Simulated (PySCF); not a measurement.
SF: from constants to spectrum

UHF-CCSD(T) constants of SF, ²Π (doublet), unpaired electrons π ↑ (basis S def2-SVP, F def2-SVP; no relativity; PySCF 2.14; masses 31.9721 and 18.9984 u):

| Quantity | Value |
| --- | --- |
| ωe | 822.2 cm⁻¹ |
| ωexe | 5.37 cm⁻¹ |
| Be | 0.52868 cm⁻¹ |
| αe | 0.00469 cm⁻¹ |
| De to S + F | 2.89 eV |

Task: What force constant and bond length do these constants imply?

Result: Reduced mass μred = 11.917 u; k = 5.8918×10⁻⁷·μred·ωe² (u, cm⁻¹, mdyn/Å) = 4.75 mdyn/Å; Re = √(16.8576/(μred·Be)) (u, cm⁻¹, Å) = 1.636 Å.

Task: Estimate the centrifugal constant D from the Kratzer relation and find the Dunham coefficient a1.

Result: D = 4Be³/ωe² = 8.74e-07 cm⁻¹; a1 = −1 − αeωe/(6Be²) = -3.30.

Correlated steps freeze 6 core orbitals. Correlated levels converge slowly with the basis: in double zeta they bind strong bonds too weakly, by up to about 1 eV, and carry superposition errors of some tenths. The state was picked by a PBE0 search and need not be the measured ground state.
